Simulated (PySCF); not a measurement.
**NH⁻, quartet: the ladder up to RCCSDT**

Geometry: that of the NH⁻, doublet, kept fixed. The doublet lies 0.9 eV lower here.

```xyz
2

N     0.0000    0.0000    0.0000
H     0.0000    0.0000    1.0366
```

Basis aug-cc-pVDZ; PySCF 2.14.0. Only valence electrons are correlated (noble-gas cores frozen), which leaves 7 electrons in 31 orbitals. R marks a restricted (for open shells ROHF) determinant, U an unrestricted one. This anion state lies near or above the neutral species, so the extra electron is weakly bound or unbound and the energies hang on the diffuse functions.

Full CI isn't at hand for all of this; RCCSDT serves as the reference. It lacks quadruple excitations. The frozen core follows each run's orbitals, which can shift R against U totals by a few meV.

```
UHF ⟨S²⟩                          : 3.765
T1 diagnostic (ROHF- or RHF-based CCSD)             : 0.0227
largest doubles amplitude (ROHF- or RHF-based CCSD) : 0.035
T1 diagnostic (UCCSD)             : 0.0174
```

| level | E − E(RCCSDT) (kJ/mol) | share of correlation (%) | wall time |
| --- | --- | --- | --- |
| RHF | 383.6 | 0.00 | – |
| UHF | 364.4 | 5.00 | – |
| RMP2 | 64.2 | 83.26 | – |
| UMP2 | 64.4 | 83.22 | – |
| RCCSD | 9.2 | 97.61 | – |
| UCCSD | 8.8 | 97.71 | – |
| RCCSD(T) | 1.4 | 99.64 | 0.64 s |
| UCCSD(T) | 1.2 | 99.68 | 0.53 s |
| UCCSDT | -0.2 | 100.05 | 27 s |

The correlation energy at RCCSDT, counted from RHF, is -3.976 eV. That run took 25 s on 1 thread of AMD EPYC 7B13, shared host.

Times are those of the correlated step on a shared host, with one SCF added for the restricted CCSD run; they ran on 1 thread of AMD EPYC 7B13.
